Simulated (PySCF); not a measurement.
Ligands exchanged one at a time, Al F-H. Gas-phase values, no solvent. Strings in code marks are SMILES.

Level of theory: PBE-D3(BJ)/def2-TZVP // B3LYP-D3(BJ)/def2-TZVP in PySCF. Excitations are Tamm–Dancoff values on a coarser integration grid. The basis has no diffuse functions, so Rydberg states are missing or too high.

| species | brightest of the four lowest singlets (TDA) (eV) | S1 oscillator strength |
|---|---|---|
| 0 of 3 F replaced by H (`[F][Al]([F])[F]`) | 8.04 | 0.000 |
| 1 of 3 F replaced by H (`[F][AlH][F]`) | 8.10 | 0.088 |
| 2 of 3 F replaced by H (`[F][AlH2]`) | 7.41 | ? |
| 3 of 3 F replaced by H (`[AlH3]`) | – | – |

**Question.** Fill in the missing entries.

**Answer.** 
- 2 of 3 F replaced by H (`[F][AlH2]`), S1 oscillator strength: 0.000
